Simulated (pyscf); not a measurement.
PySCF, gas phase, ωB97X-D3(BJ)/def2-SVP geometries.

For the elementary gas-phase step silanol (HO–SiH₃) + ammonia (NH₃) -> H₂N–SiH₂–OH + hydrogen (H₂) (singlet surface; H–Si, H–N broken, N–Si, H–H formed), what barrier and reaction energy does ωB97M-D3(BJ)/def2-TZVP give, measured from the separated reactants?

ΔE‡ = 34.4 kcal/mol, ΔE = -11.6 kcal/mol. Zero-point energy shifts the barrier by -0.2 kcal/mol. It is a four-centre exchange, with an imaginary mode of 1330i cm⁻¹. On the reactant side the descent ends in a complex, 5.3 kcal/mol under the separated species and 40.0 kcal/mol under the saddle at ωB97X-D3(BJ)/def2-TZVP. At the saddle there is also a short H–Si contact that neither side keeps. The same reactants have a lower exit, to HO–SiH₃ + NH₃ (barrier +27.0 kcal/mol at ωB97M-D3(BJ)/def2-TZVP, against +34.4 kcal/mol here). One saddle was located; it need not be the lowest between these sides.
